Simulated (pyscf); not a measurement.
# Routes from `[NH]=[SiH]` [doublet] + `[H][H]`

Candidate steps break at most two bonds and form at most two. Each was searched with GFN2-xTB (tblite) first. Single points on ωB97X-D3(BJ)/def2-SVP structures (PySCF, gas phase). Energies: ωB97M-D3(BJ)/def2-TZVP, kJ/mol, from the separated reactants, doublet surface; ΔG‡ with ideal gas, 1 atm, RRHO with modes under 100 cm⁻¹ raised to 100, one conformer, R ln 2 for chiral ones without a mode under 150 cm⁻¹.

```tsv
products	type	ΔE‡	ΔE	ΔG‡ 298 K	ΔG‡ 900 K	ν‡ (cm⁻¹)
H₂N–SiH: [singlet] + H•	hydrogen abstraction	73.3	+18.7	102.8	173.8	1805i
HN=SiH₂ + H•	hydrogen abstraction	110.4	+94.7	134.4	199.2	835i
H₂N–SiH₂•	addition across a multiple bond or ene-type step	129.5	-199.4	167.5	244.4	1381i
```

Plain bond fissions and candidates not yet searched are not listed, and one of them may be faster. Each barrier is that of the saddle found; lower ones may exist.
